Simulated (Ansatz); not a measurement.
Ideal-gas functions of P₄, SMILES `P12P3P1P23` at 400 K and 1 bar, from an Ansatz frequency run at PBE0-D4/def2-TZVP.

Molar mass 123.9 g/mol, point group Td (symmetry number 12), electronic degeneracy 1, moments of inertia 147.713, 147.713, 147.713 u Å². Harmonic wavenumbers (cm⁻¹, unscaled): 392, 392, 490, 490, 490, 640.

Use S(trans) = R[1.5 ln M + 2.5 ln T − 1.1517]; rotational temperatures θ = 24.2544 K / I; S(rot) = R[ln(√π/σ · √(T³/θAθBθC)) + 1.5]; for each mode x = 1.438777 ν̃/T, S = R[x/(eˣ − 1) − ln(1 − e⁻ˣ)] and H = RT x/(eˣ − 1); 1 cm⁻¹ = 0.0119627 kJ/mol; R = 8.31446 J/(mol·K).

Problem. By hand: the entropy, in J/(mol·K).

Solution. Translation 175.1. Rotation: θ = 0.1642, 0.1642, 0.1642 K, giving 93.8. Vibration, mode by mode: 6.11, 6.11, 4.60, 4.60, 4.60, 3.00, in all 29.0. Electronic 0.0. Sum 297.9 J/(mol·K).

Problem. By hand: H − E and G − E in kJ/mol, counted from the electronic energy.

Solution. Zero-point energy ½ × 2894 × 0.0119627 = 17.3; thermal vibration 7.5; translation, rotation and pV give 4 RT = 13.3. H − E = 38.1 kJ/mol, and G − E = 38.1 − 400 × 297.9/1000 = -81.1 kJ/mol.

Vibration gives 10 % of the entropy.
